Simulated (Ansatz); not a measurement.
**MgH2 (triplet): the correlation ladder at angle H2–Mg1–H3 = 157.8°, aug-cc-pVTZ**

An exercise on one series of results from a longer session: the logs are not shown, and one member is left open.

Program: Ansatz 0.2.0, Gaussian basis. Level of theory: aug-cc-pVTZ, core rule «outside noble gas», up to 5 orbitals frozen. These are calculated values, not measurements.

To be run: UHF; CCSD(T) on ROHF; CCSD(T) on UHF; BCCD(T) on ROHF; CCSDT(Q) on ROHF; CCSDT(Q) on UHF; CASSCF and NEVPT2, 4 electrons in 6 orbitals; Full CI.

12 further runs of the same task are left out: 1 for a known fault of the program, 9 that didn't finish, 2 set aside as unsound or not needed. Runs told in other sessions of the task aren't counted.

### The geometry

The geometry derives from a PBE0/def2-TZVP stationary point (not a proven minimum). One angle is set to the value named; bond lengths are kept.

3 atoms, charge 0, spin multiplicity 3.

Atoms are counted from 1 here; the program's logs count them from 0.

Bond lengths: Mg1–H2 1.997 Å, Mg1–H3 1.997 Å. Angles: H2–Mg1–H3 157.8°.

The first run:

in.yaml

```yaml
crystal:
  periodic: [false, false, false]
  atoms:
    - {symbol: Mg, position_ang: [0.000000, 0.000000, -0.029446]}
    - {symbol: H, position_ang: [0.000000, 1.959684, 0.355028]}
    - {symbol: H, position_ang: [0.000000, -1.959684, 0.355028]}
basis:
  gaussian: {orbitals: aug-cc-pVTZ}
magnetization: {spin_polarized: true, initial_magnetization: 2}
hamiltonian: {xc: hf}
output: {orbitals: {seedname: orbitals}}
```

The run is started by

```
$ ansatz run in.yaml --threads 1 --pin off --events-out ev --progress --plain --max-ram 2393MiB
```

Among the steps run: UHF; CCSD(T) on ROHF; CCSD(T) on UHF; BCCD(T) on ROHF; CCSDT(Q) on ROHF; CCSDT(Q) on UHF; CASSCF and NEVPT2, 4 electrons in 6 orbitals; Full CI.

One table of the session follows, with a row left open; its other results are not shown here.

| method | from FCI (meV) |
| --- | --- |
| UHF | +1534.6 |
| RMP2 | +624.8 |
| UMP2 | +629.2 |
| RCCSD | +72.4 |
| UCCSD | +65.8 |
| RCCSD(T) | +17.3 |
| UCCSD(T) | +19.6 |
| BCCD(T) | +22.1 |
| RCCSDT | +0.9 |
| UCCSDT | -0.1 |
| RCCSDT(Q) | +0.1 |
| UCCSDT(Q) | ? |
| CASSCF valence | +711.6 |
| NEVPT2 valence | +225.9 |
| FCI | 0 |

Estimate the missing values for UCCSDT(Q).

As computed: from FCI (meV): -0.7. In the column «from FCI (meV)» it is the lowest.

Left out of the table: ROHF (another determinant or state than the rows shown).

Caveats from the session: The report flags that the cluster equations may have other roots. The program flags RCCSD(T), UCCSD(T), BCCD(T), RCCSDT(Q), UCCSDT(Q) as in doubt, so those rows may rest on another solution. Levels on UHF freeze UHF's core orbitals, full CI those of ROHF, so the U rows can settle a little off it for that reason alone. Restricted and unrestricted rows rest on different reference determinants; a gap between their highest levels can come from leftover correlation error, from unlike frozen cores or from another state.
